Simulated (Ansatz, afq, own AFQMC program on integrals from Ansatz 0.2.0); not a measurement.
H$_{2}$ + H, doublet in cc-pVTZ along one coordinate

```xyz
3

H     0.0000    0.0000   -0.8190
H     0.0000    0.0000   -0.0740
H     0.0000    0.0000    0.8930
```

A hydrogen atom is moved from one rigid fragment to the other; the H1–H2 distance tells how far. The two fragments are held close together, so this isn't a minimum-energy path and the start is a compressed complex. Energies in kJ/mol count from this geometry (0.745 Å) at the same level; the start stands on UHF, each point on the determinant named.

Basis cc-pVTZ. Noble-gas cores (and the filled d shells of Ga–Kr and In–Xe) are frozen. Ansatz 0.2.0 and our own AFQMC program on the same integrals; the CISD trial comes from CCSD amplitudes, and released means the phaseless constraint is let go. ± is one standard error of the sampling.

```json
{"r(H1–H2) / Å": "0.808", "det.": "UHF", "T1": "0.017", "weight": "0.97", "⟨S²⟩": "0.78", "CCSD(T)": "-4.8", "ph-AFQMC/CISD": "-4.8 ± 0.03", "released AFQMC": "-4.8 ± 0.02", "FCI": "-4.8", "MP2": "-3.0", "HF": "-1.7"}
{"r(H1–H2) / Å": "0.840", "det.": "UHF", "T1": "0.017", "weight": "0.97", "⟨S²⟩": "0.78", "CCSD(T)": "-5.5", "ph-AFQMC/CISD": "-5.5 ± 0.02", "released AFQMC": "-5.5 ± 0.02", "FCI": "-5.6", "MP2": "-3.3", "HF": "-1.8"}
{"r(H1–H2) / Å": "0.872", "det.": "UHF", "T1": "0.017", "weight": "0.97", "⟨S²⟩": "0.78", "CCSD(T)": "-5.5", "ph-AFQMC/CISD": "-5.5 ± 0.02", "released AFQMC": "-5.5 ± 0.02", "FCI": "-5.6", "MP2": "-3.3", "HF": "-1.8"}
{"r(H1–H2) / Å": "0.904", "det.": "UHF", "T1": "0.017", "weight": "0.97", "⟨S²⟩": "0.78", "CCSD(T)": "-4.8", "ph-AFQMC/CISD": "-4.8 ± 0.02", "released AFQMC": "-4.8 ± 0.02", "FCI": "-4.8", "MP2": "-3.0", "HF": "-1.7"}
{"r(H1–H2) / Å": "0.967", "det.": "UHF", "T1": "0.015", "weight": "0.97", "⟨S²⟩": "0.77", "CCSD(T)": "0.0", "ph-AFQMC/CISD": "0.0 ± 0.02", "released AFQMC": "0.0 ± 0.01", "FCI": "0.0", "MP2": "0.0", "HF": "0.0"}
```

Weight is that of the determinant in the CISD state; at the start T1 is 0.015 and the weight 0.97, and ⟨S²⟩ is 0.77. Largest departures from full CI: CCSD(T) 0.0 kJ/mol at 0.872 (on UHF), ph-AFQMC/CISD 0.0 kJ/mol at 0.840 (on UHF) (within the noise), released AFQMC 0.0 kJ/mol at 0.904 (on UHF) (within the noise), MP2 2.3 kJ/mol at 0.872 (on UHF), HF 3.8 kJ/mol at 0.872 (on UHF).

Some points may be missing: those where a free walk finds a much lower state, and past Zn most of those on another determinant than at the start.

A walk keeps the symmetry of its determinant, which the program's search chose and which needn't be the lowest solution, so a lower state of the same spin and another symmetry isn't excluded. Released energies are given only where the last usable release times agree within the noise; a slower fall can still hide under it.
